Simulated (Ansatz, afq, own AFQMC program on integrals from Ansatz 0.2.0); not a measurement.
## Al2H, quartet in 6-31G, levels against full CI

```xyz
3

Al    0.0000    0.0000    1.2026
Al    0.0000    0.0000   -3.9884
H     0.0000    0.0000    2.7858
```

Connectivity, by distances: AlH ··· Al.

Basis 6-31G. Only valence electrons are correlated. AFQMC by an in-house program on the Cholesky factors that Ansatz 0.2.0 writes for its CCSD(T) run. ph-AFQMC/CISD is guided by a CISD state made of CCSD amplitudes; releasing the constraint for a short imaginary time cuts its bias at the price of noise, slowly where states lie close. Error bars are statistical, one sigma.

Determinant: UHF, the one that the program's search chose, which needn't be the lowest solution. The geometry is a point of a scan.

Full CI on the same integrals is exact in this basis and with this determinant's frozen core.

Cautions: lower spins were not checked; the CCSDT(Q) amplitudes may be one of several solutions (largest double 0.52); the CCSDTQ amplitudes may be one of several solutions (largest double 0.88).

* T1 diagnostic: 0.0156
* weight of the determinant in the CISD state: 0.919
* ⟨S²⟩ of the determinant: 3.753
* size of the correlated space: 7 electrons in 18 orbitals

| level | correlation energy (eV) |
| --- | --- |
| MP2 | -0.9423 |
| CCSD | -1.5626 |
| CCSD(T) | -1.5742 |

**Question.** Estimate where phaseless AFQMC with a CISD trial lies against CCSD(T) on the same integrals.

**Answer.** 0.2 ± 0.08 kJ/mol below CCSD(T).

Reference: full CI, correlation energy -1.594 eV. The released energy is read at 2.40 1/Eh (meV from the phaseless value at times in 1/Eh: -0.4 ± 1.2 at 0.24, -0.2 ± 1.1 at 0.51, -2.5 ± 0.7 at 0.99, -3.5 ± 1.1 at 1.62, -4.1 ± 0.5 at 2.40).

```csv
level,E − E(reference) (kJ/mol),share of correlation (%)
CCSD(T),1.9,98.74
CCSDT,0.6,99.63
CCSDT(Q),0.3,99.81
CCSDTQ,0.0,99.99
ph-AFQMC/HF,7.4 ± 1.4,95.21
ph-AFQMC/CISD,1.7 ± 0.08,98.88
released AFQMC,1.3 ± 0.04,99.14
```

CCSDT and higher add their correlation energy to the determinant of the CCSD(T) run, since their own runs factorise the integrals more tightly (a shift of under 2 meV). A walk keeps the symmetry of its determinant, which the program's search chose and which needn't be the lowest solution, so a lower state of the same spin and another symmetry isn't excluded. Released energies are given only where the last usable release times agree within the noise; a slower fall can still hide under it.
